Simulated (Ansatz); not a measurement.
Molecule: benzene, C6H6 (charge 0, singlet). 
Geometry from a B3LYP-D3(BJ)/def2-TZVP (Ansatz, an electronic-structure program) optimisation:
```xyz
12

C      0.0029     1.3905     0.0040
C      1.2056     0.6927     0.0073
C      1.2027    -0.6978     0.0033
C     -0.0029    -1.3905    -0.0040
C     -1.2056    -0.6927    -0.0073
C     -1.2027     0.6978    -0.0033
H      0.0052     2.4730     0.0072
H      2.1443     1.2320     0.0131
H      2.1391    -1.2411     0.0059
H     -0.0052    -2.4730    -0.0072
H     -2.1443    -1.2320    -0.0131
H     -2.1391     1.2411    -0.0059
```
Charge 0, spin multiplicity 1.

Basis-set convergence of Hartree-Fock and MP2 correlation energies (hartree) with Ansatz. Cores are frozen in the correlated levels unless marked. No spin-orbit coupling. No relativistic terms.

The Hartree-Fock reference is unstable (checked in the largest basis), which strains HF and MP2. 

```
basis    functions       E(HF)  E(corr, MP2)
-------  ---------  ----------  ------------
cc-pVDZ        114  -230.72232      -0.78214
cc-pVTZ        264         ___           ___
```

What belongs in the gaps?


- cc-pVTZ, E(HF): -230.77978
- cc-pVTZ, E(corr, MP2): -0.94964
